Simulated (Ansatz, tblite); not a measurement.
# BH2(OEt) (C2H7BO): a ladder of methods and basis sets

One table from this session's results is given with a row withheld; the runs are named, their logs left out.

The runs use Ansatz 0.2.0, Gaussian basis; as each input shows.

Plan: GFN1-xTB, GFN2-xTB, PBE-D4/def2-TZVP, r2SCAN-D4/def2-TZVP, r2SCAN0-D4/def2-TZVP, HF/def2-TZVP, BHLYP-D4/def2-TZVP, ωB97M-V/def2-TZVP, ωB97X-V/def2-TZVP, revPBE-D4/def2-TZVP, LC-ωPBE/def2-TZVP, PBE-D4/def2-SVP, PBE0-D4/def2-SVP, HF/6-31G, B3LYP-D4/6-31G, PBE0-D4/def2-TZVPD, PBE-D4/def2-TZVPD, r2SCAN-D4/def2-TZVPD, CCSD(T)/def2-TZVPP, MP2/def2-TZVP, RPA/def2-TZVP.

**The geometry**

The singlet was relaxed beforehand with r2SCAN-D4/def2-SVP.

11 atoms, charge 0, spin multiplicity 1.

Bond lengths: B1–H2 1.216 Å, B1–H3 1.208 Å, B1–O4 1.342 Å, O4–C5 1.427 Å, C5–C6 1.513 Å, C5–H7 1.105 Å, C5–H8 1.103 Å, C6–H9 1.101 Å, C6–H10 1.101 Å, C6–H11 1.101 Å. Angles: H2–B1–H3 122.9°, H2–B1–O4 120.3°, H3–B1–O4 116.8°, B1–O4–C5 122.8°, O4–C5–C6 110.1°, O4–C5–H7 109.6°, O4–C5–H8 107.0°, C6–C5–H7 111.3°, C6–C5–H8 110.6°, H7–C5–H8 108.1°, C5–C6–H9 110.3°, C5–C6–H10 110.6°, C5–C6–H11 110.9°, H9–C6–H10 108.4°, H9–C6–H11 108.3°, H10–C6–H11 108.2°.

PBE0-D4/def2-TZVP was run before; its log isn't repeated, and its numbers join the tables.

Set-up of the first run:

Tight binding, by tblite at 300 K electronic temperature and without a spin-polarisation term:

```python
tblite.interface.Calculator('GFN1-xTB', numbers, positions, charge=0, uhf=0).singlepoint()
```

Tight binding, by tblite at 300 K electronic temperature and without a spin-polarisation term:

```python
tblite.interface.Calculator('GFN2-xTB', numbers, positions, charge=0, uhf=0).singlepoint()
```

start.molden holds the orbitals of an earlier run on this state, given as this run's starting guess.

in.yaml

```yaml
crystal:
  periodic: [false, false, false]
  atoms:
    - {symbol: B, position_ang: [0.901373, 1.475771, -0.945825]}
    - {symbol: H, position_ang: [1.997715, 1.138068, -0.542304]}
    - {symbol: H, position_ang: [0.747985, 2.259595, -1.852510]}
    - {symbol: O, position_ang: [-0.209909, 0.976123, -0.382777]}
    - {symbol: C, position_ang: [-0.178252, 0.026912, 0.682322]}
    - {symbol: C, position_ang: [-0.723807, -1.303753, 0.211113]}
    - {symbol: H, position_ang: [0.856197, -0.074629, 1.058348]}
    - {symbol: H, position_ang: [-0.800252, 0.435492, 1.496414]}
    - {symbol: H, position_ang: [-0.762877, -2.018790, 1.047318]}
    - {symbol: H, position_ang: [-1.740769, -1.184073, -0.192327]}
    - {symbol: H, position_ang: [-0.087414, -1.730704, -0.579760]}
basis:
  gaussian: {orbitals: def2-TZVP, initial_orbitals: start.molden}
hamiltonian: {xc: pbe, dispersion: d4}
scf: {omitted_lower_state_checks: [starts]}
output: {orbitals: {seedname: orbitals}}
```

The run is started by

```
ansatz run in.yaml --threads 2 --pin off --events-out ev --progress --plain --max-ram 32768MiB --backend cpu
```

Among the steps run: PBE-D4/def2-TZVP; r2SCAN-D4/def2-TZVP; r2SCAN0-D4/def2-TZVP; HF/def2-TZVP; BHLYP-D4/def2-TZVP; ωB97M-V/def2-TZVP; ωB97X-V/def2-TZVP; revPBE-D4/def2-TZVP; LC-ωPBE/def2-TZVP; PBE-D4/def2-SVP; PBE0-D4/def2-SVP; HF/6-31G; B3LYP-D4/6-31G; PBE0-D4/def2-TZVPD; PBE-D4/def2-TZVPD; r2SCAN-D4/def2-TZVPD; CCSD(T)/def2-TZVPP; MP2/def2-TZVP; RPA/def2-TZVP.

One table of the session follows, with a row left open; its other results are not shown here.

| level | HOMO (eV) | gap (eV) |
| --- | --- | --- |
| HF/6-31G | -12.03 | 15.96 |
| HF/def2-TZVP | -12.18 | 14.96 |
| PBE-D4/def2-SVP | -6.89 | 5.76 |
| PBE-D4/def2-TZVP | -7.02 | 5.70 |
| PBE-D4/def2-TZVPD | -7.04 | 5.67 |
| revPBE-D4/def2-TZVP | -6.99 | 5.77 |
| r2SCAN-D4/def2-TZVP | -7.33 | 6.42 |
| r2SCAN-D4/def2-TZVPD | -7.35 | 6.40 |
| B3LYP-D4/6-31G | -8.02 | 7.94 |
| PBE0-D4/def2-SVP | -8.41 | 8.31 |
| PBE0-D4/def2-TZVP | -8.50 | 8.17 |
| PBE0-D4/def2-TZVPD | -8.51 | 8.11 |
| r2SCAN0-D4/def2-TZVP | ? | ? |
| BHLYP-D4/def2-TZVP | -9.94 | 10.55 |
| LC-ωPBE/def2-TZVP | -11.31 | 13.25 |
| ωB97X-V/def2-TZVP | -10.99 | 12.79 |
| ωB97M-V/def2-TZVP | -10.86 | 12.36 |

Estimate the missing values for r2SCAN0-D4/def2-TZVP.

As computed: HOMO (eV): -8.71; gap (eV): 8.64. In the column «HOMO (eV)» it lies between BHLYP-D4/def2-TZVP (-9.94) and PBE0-D4/def2-TZVPD (-8.51).
